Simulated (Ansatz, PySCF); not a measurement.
H₃Si, SMILES [SiH3], multiplicity 2. Atoms are numbered in the order given.

```xyz
4

Si     0.0000     0.0000     0.1593
H     -1.2222    -0.7057    -0.2955
H      0.0000     1.4113    -0.2956
H      1.2222    -0.7057    -0.2955
```
Charge 0, spin multiplicity 2.

The structure is a stationary point at B3LYP-D3(BJ)/def2-TZVPD. The isomer is the one that the SMILES or the coordinates give; other isomers of the formula were not compared.

Two levels are set side by side: PBE-D3(BJ)/def2-TZVPD (Ansatz, an electronic-structure program) and B3LYP-D3(BJ)/def2-TZVPD (PySCF). Each level has its own optimised geometry; the coordinates shown are those of the second. Frequencies come from the Hessian of PySCF at each geometry. Differences are taken from unrounded values.

```json
[
 {"quantity": "mean bond length (Å)", "B3LYP-D3(BJ)": "1.483", "PBE-D3(BJ)": "1.496", "PBE-D3(BJ) minus B3LYP-D3(BJ)": "0.013"},
 {"quantity": "bond Si1–H2 (Å)", "B3LYP-D3(BJ)": "1.483", "PBE-D3(BJ)": "1.496", "PBE-D3(BJ) minus B3LYP-D3(BJ)": "0.013"},
 {"quantity": "bond Si1–H3 (Å)", "B3LYP-D3(BJ)": "1.483", "PBE-D3(BJ)": "1.496", "PBE-D3(BJ) minus B3LYP-D3(BJ)": "0.013"},
 {"quantity": "bond Si1–H4 (Å)", "B3LYP-D3(BJ)": "1.483", "PBE-D3(BJ)": "1.496", "PBE-D3(BJ) minus B3LYP-D3(BJ)": "0.013"},
 {"quantity": "highest harmonic wavenumber (cm⁻¹)", "B3LYP-D3(BJ)": "2231", "PBE-D3(BJ)": "2178", "PBE-D3(BJ) minus B3LYP-D3(BJ)": "-53"},
 {"quantity": "mean harmonic wavenumber (cm⁻¹)", "B3LYP-D3(BJ)": "1549", "PBE-D3(BJ)": "1498", "PBE-D3(BJ) minus B3LYP-D3(BJ)": "-51"},
 {"quantity": "zero-point energy (kcal/mol)", "B3LYP-D3(BJ)": "13.29", "PBE-D3(BJ)": "12.85", "PBE-D3(BJ) minus B3LYP-D3(BJ)": "-0.44"}
]
```

Exact exchange shortens and stiffens bonds; PBE has none. Differences between two approximate levels are no errors against the true value.
